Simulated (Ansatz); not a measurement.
```yaml
crystal:
  periodic: [false, false, false]
  atoms:
    - {symbol: N, position_ang: [-1.680145, -0.120073, -0.001363]}
    - {symbol: Ge, position_ang: [-0.069850, 0.043158, 0.000283]}
    - {symbol: O, position_ang: [1.642831, -0.126143, -0.000386]}
    - {symbol: H, position_ang: [2.304599, 0.560618, 0.004664]}
basis:
  gaussian: {orbitals: def2-TZVP}
hamiltonian: {xc: pbe0}
relax: {f_tol: 0.004, max_steps: 80}
```

```sh
$ ansatz run in.yaml --threads 1 --pin off --events-out ev --progress --plain --max-ram 2176MiB
```

Steps of the relaxation (energy above the last step; positions in Å, forces in eV/Å):

```
4
step 1, 84.8 meV
N    -1.680   -0.120   -0.001   -0.936   -0.039   -0.001
Ge   -0.070    0.043    0.000    0.705    0.277    0.002
O     1.643   -0.126    0.000    0.360   -0.793   -0.005
H     2.305    0.561    0.005   -0.129    0.556    0.004
```

```
4
step 2, 52.1 meV
N    -1.685   -0.109   -0.001   -0.350    0.017    0.000
Ge   -0.061    0.034    0.000    0.139    0.186    0.001
O     1.656   -0.145   -0.001    0.479   -0.509   -0.003
H     2.287    0.577    0.005   -0.268    0.307    0.002
```

```
4
step 3, 24.1 meV
N    -1.674   -0.051   -0.001    0.598    0.046    0.001
Ge   -0.024   -0.012    0.000   -0.683   -0.099   -0.001
O     1.711   -0.225   -0.001    0.626    1.171    0.008
H     2.183    0.647    0.005   -0.541   -1.119   -0.008
```

```
4
step 8, 0.0 meV
N    -1.662   -0.031   -0.001    0.000    0.000    0.000
Ge   -0.026   -0.048    0.000    0.000    0.000    0.000
O     1.715   -0.206   -0.001    0.000    0.000    0.000
H     2.171    0.643    0.005    0.000    0.000    0.000
```

Close pairs at the end: O3–H4 0.964 Å, N1–Ge2 1.636 Å, Ge2–O3 1.748 Å.

A stationary point of restricted PBE0 after 8 steps (its stability towards spin polarisation wasn't tested); no frequencies were run, so it isn't proven a minimum. 11 s on 1 thread of AMD EPYC 9R45, shared host.
